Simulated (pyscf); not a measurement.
Four-centre exchange: `[OH][B]([OH])[OH]` + `[SiH4]` → `[OH2]` + `[OH][B]([OH])[SiH3]`

Gas phase, singlet surface, charge 0. Bonds broken: O1–B2, Si8–H9. Bonds formed: O1–H9, B2–Si8. Optimised with ωB97X-D3(BJ)/def2-SVP in PySCF.

Transition state (Å):

```xyz
12

O     -0.2580    -1.3749     0.6731
B     -1.2222    -0.5091    -0.2151
O     -0.6544    -0.3555    -1.4652
O     -2.5715    -0.7693    -0.0960
H      0.5204    -1.5793     0.1274
H     -1.3061    -0.0814    -2.1200
H     -2.8694    -0.8792     0.8124
Si    -0.9659     1.5377     0.9852
H     -0.2078    -0.2814     1.0237
H     -1.6050     2.3133    -0.1253
H      0.2939     2.2764     1.3363
H     -1.8826     1.6501     2.1694
```

One imaginary mode, 1284i cm⁻¹; descent along it reached the two sides named, in the forms told below.

```csv
bond,change,reactant side (Å),saddle,product side
O1–B2,breaks,1.368,1.571,2.9
Si8–H9,breaks,1.490,1.971,3.2
O1–H9,forms,3.5,1.149,0.964
B2–Si8,forms,3.6,2.387,2.030
```

Electronic energies relative to the separated reactants (kJ/mol):

```
level                   barrier  reaction energy  reverse barrier
----------------------  -------  ---------------  ---------------
ωB97X-D3(BJ)/def2-TZVP    268.9           +158.1            110.8
PBE/def2-TZVP             233.0           +151.5             81.5
r²SCAN/def2-TZVP          251.7           +168.2             83.5
B3LYP-D3(BJ)/def2-TZVP    272.7           +165.0            107.6
PBE0-D3(BJ)/def2-TZVP     247.6           +158.6             89.0
M06-2X/def2-TZVP          278.0           +175.9            102.1
ωB97M-D3(BJ)/def2-TZVP    273.2           +169.0            104.1
HF/def2-TZVP              383.2           +194.7            188.5
```

With ωB97M-D3(BJ)/def2-TZVP energies and thermal terms (ideal gas, 1 atm, RRHO with modes under 100 cm⁻¹ raised to 100, one conformer, R ln 2 for chiral ones without a mode under 150 cm⁻¹), in kJ/mol:

```csv
T (K),ΔH‡,ΔG‡,ΔH,ΔG
298,266.7,303.5,+171.1,+160.5
600,270.7,339.1,+173.8,+148.5
900,274.5,372.4,+174.5,+135.6
1200,278.0,404.6,+174.4,+122.6
```

On the product side the descent ends in a bound adduct, 35.0 kJ/mol under the separated species and 145.9 kJ/mol under the saddle at ωB97X-D3(BJ)/def2-TZVP. The same reactants have a lower exit, to HO–SiH₃ + HO–BH–OH (barrier +133.3 kJ/mol at ωB97M-D3(BJ)/def2-TZVP, against +273.2 kJ/mol here). HO–B(OH)–SiH₃ lies 126.0 kJ/mol over its isomer HO–BH–O–SiH₃ (electronic energy, ωB97M-D3(BJ)/def2-TZVP). This is the saddle that the search found; another between the same sides may lie lower.
